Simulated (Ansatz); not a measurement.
Program: Ansatz. Geometries: PBE0-D4/def2-TZVP. ΔE: electronic, gas phase. CCSD(T)/CBS adds triple-zeta CCSD(T) − MP2 to the extrapolated MP2 energy (def2 sets, frozen cores). This one scheme is used for every species. Functionals use def2-TZVPP. Each species was taken in one conformer, which may not be the lowest.

Consider the formal exchange of groups at a C–C bond: `N#CCCl` + `CCCl` → `CC(Cl)CCl` + `C#N`.

| level | ΔE (kJ/mol) | difference from CCSD(T)/CBS |
| --- | --- | --- |
| revPBE-D4 | -0.8 | 10.6 |
| r2SCAN-D4 | -1.8 | 9.6 |
| PBE0-D4 | 0.9 | 12.3 |
| r2SCANh-D4 | -1.9 | 9.5 |
| r2SCAN0-D4 | -2.0 | 9.4 |
| ωB97M-V | -6.0 | 5.4 |
| revPBE | 12.9 | 24.3 |
| r2SCAN | -0.2 | 11.2 |
| HF/def2-SVP | 3.4 | 14.8 |
| SCS-MP2/def2-TZVPP | -7.4 | 4.0 |
| CCSD(T)/CBS | -11.4 | 0 |

(1) What do rigid-rotor, harmonic-oscillator terms from PBE0-D4/def2-TZVP frequencies (298.15 K, 1 bar) make of the CCSD(T)/CBS value? (Estimate.)

Largest T1 diagnostic among the species: 0.014.

Results:

(1) Ansatz gave: ΔZPE = -2.7 kJ/mol, ΔH = -12.8 kJ/mol, ΔS = -26 J/(mol·K), ΔG = -5.1 kJ/mol.

From BLYP to BHLYP (50 % exact exchange), in def2-TZVPP and without D4, ΔE moves by −6.3 kJ/mol. In def2-TZVPP, CCSD(T) changes the Hartree–Fock value by −15.0 kJ/mol (the triples alone add −2.4 kJ/mol) and MP2 by −17.0 kJ/mol. The D4 term adds −8.6 kJ/mol with B3LYP and −4.8 kJ/mol with PBE0; it sums over pairs of atoms, weighted by their polarisabilities, and B3LYP, whose exchange is more repulsive, gets the larger term.

B3LYP here is the variant with VWN-RPA as its local correlation; programs differ in this.
